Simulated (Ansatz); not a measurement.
The input, for Ansatz 0.2.0:

```yaml
crystal:
  periodic: [false, false, false]
  atoms:
    - {symbol: B, position_ang: [0.000000, 0.000000, -0.005355]}
    - {symbol: H, position_ang: [0.000000, 0.717784, -1.060101]}
    - {symbol: H, position_ang: [0.000000, 0.000000, 2.177645]}
    - {symbol: H, position_ang: [0.000000, -0.717784, -1.060101]}
basis:
  gaussian: {orbitals: aug-cc-pVDZ}
total_charge: 1
magnetization: {spin_polarized: false, initial_magnetization: 1}
correlation: {method: mp2, electrons: valence}
scf: {lower_state_search: off}
output: {forces: true}
```

```sh
$ ansatz run in.yaml --threads 1 --pin off --events-out ev --progress --plain --max-ram 2393MiB
```

Log:

```
these checks for a lower state are left out or cut short: starts, cluster_reference, orbital_swaps, neighbouring_geometries, increment
480 factors; integrals over basis functions are off by at most 1.5e-3 eV
mean field evaluation 1: about -701.8574 eV, gradient 1.0e1 eV
mean field evaluation 2: about -701.8571 eV, gradient 1.0e1 eV
mean field evaluation 4: about -702.6212 eV, gradient 8.6e-1 eV
mean field evaluation 8: about -702.6271 eV, gradient 9.3e-5 eV
mean field -702.62712920 eV, -25.8210707403 hartree, gradient 1.3e-6 eV, S^2 0.750000; 0 other end points of the search recorded, 0 dependent functions left out
1 core orbitals not correlated: weight in the atoms' cores, before any rotation towards them, 1.000 or more for the frozen orbitals, at most 0.000 for the correlated occupied ones
reference -702.62712920 eV, -25.8210707403 hartree; 3, 2 occupied and 46, 47 virtual orbitals, 480 factors
second order -2.34003273 eV of doubles, -0.07621780 eV of singles
the calculation of the forces begins
Total energy: -705.04337973 eV, -25.9098663096 hartree
Atom 0 at     0.000000     0.000000    -0.005355 Å, force    -0.000000     0.000000     4.165797 eV/Å
Atom 1 at     0.000000     0.717784    -1.060101 Å, force     0.000000     0.093437    -0.285719 eV/Å
Atom 2 at     0.000000     0.000000     2.177645 Å, force    -0.000000    -0.000000    -3.594359 eV/Å
Atom 3 at     0.000000    -0.717784    -1.060101 Å, force     0.000000    -0.093437    -0.285719 eV/Å
Dipole moment:     0.000000    -0.000000    -0.027005 e Å
Checks for a lower state left out: starts, cluster_reference, orbital_swaps, neighbouring_geometries, increment
```

Forces (eV/Å):
```
B    0.000  0.000  4.166
H    0.000  0.093 -0.286
H    0.000  0.000 -3.594
H    0.000 -0.093 -0.286
```

Ran on 1 thread of Arm Neoverse V2, shared host: 0.3 s wall, 0.15 GiB peak host memory.
